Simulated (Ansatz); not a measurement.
# C₂HLi: functionals against CCSD(T) at one geometry

An exercise on one series of results from a longer session: the logs are not shown, and one member is left open.

Method: single points in def2-TZVPP; program: Ansatz 0.2.0, Gaussian basis.

Correlated methods freeze the cores. The outer core shell of Li, Na, Mg and K is correlated.

**Starting geometry**

SMILES `[Li][C]#C`, 4 atoms, charge 0, spin multiplicity 1.

Atoms are counted from 1 here; the program's logs count them from 0.

Bond lengths: Li1–C2 1.938 Å, C2–C3 1.180 Å, C3–H4 0.975 Å. Angles: Li1–C2–C3 175.4°, C2–C3–H4 163.2°.

Geometry (Å):

```csv
atom,x (Å),y (Å),z (Å)
Li1,-2.1467,0.3850,-0.4626
C2,-0.2643,0.1215,-0.0849
C3,0.8601,-0.0372,0.2362
H4,1.7920,-0.3239,0.2619
```

Set-up of the first run:

run/in.yaml

```yaml
crystal:
  periodic: [false, false, false]
  atoms:
    - {symbol: Li, position_ang: [-2.146700, 0.385000, -0.462600]}
    - {symbol: C, position_ang: [-0.264300, 0.121500, -0.084900]}
    - {symbol: C, position_ang: [0.860100, -0.037200, 0.236200]}
    - {symbol: H, position_ang: [1.792000, -0.323900, 0.261900]}
basis:
  gaussian: {orbitals: def2-TZVPP}
correlation: {method: ccsd_t}
output: {forces: true}
```

The command line of these runs was not kept.

Among the steps run: CCSD(T)/def2-TZVPP; PBE0-D4/def2-TZVPP; wB97M-V/def2-TZVPP; r2SCAN-D4/def2-TZVPP; PBE-D4/def2-TZVPP; r2SCAN0-D4/def2-TZVPP; CAM-B3LYP-D4/def2-TZVPP.

One of the session's tables, all rows but one given; the rest of the session is left out.

| method | RMS force component (eV/Å) | angle to CCSD(T) forces (°) | dipole (D) |
| --- | --- | --- | --- |
| CCSD(T) | 2.240 | reference | 6.40 |
| PBE0-D4 | 1.977 | 11.2 | 6.29 |
| wB97M-V | 1.883 | 13.3 | 6.33 |
| r2SCAN-D4 | ? | ? | ? |
| PBE-D4 | 2.221 | 4.3 | 6.16 |
| r2SCAN0-D4 | 1.842 | 14.4 | 6.38 |
| CAM-B3LYP-D4 | 1.830 | 17.6 | 6.32 |

**Question.** Estimate the row for r2SCAN-D4.

The run gave: RMS force component (eV/Å): 2.000; angle to CCSD(T) forces (°): 8.3; dipole (D): 6.31. In the column «RMS force component (eV/Å)» it lies between PBE0-D4 (1.977) and PBE-D4 (2.221).
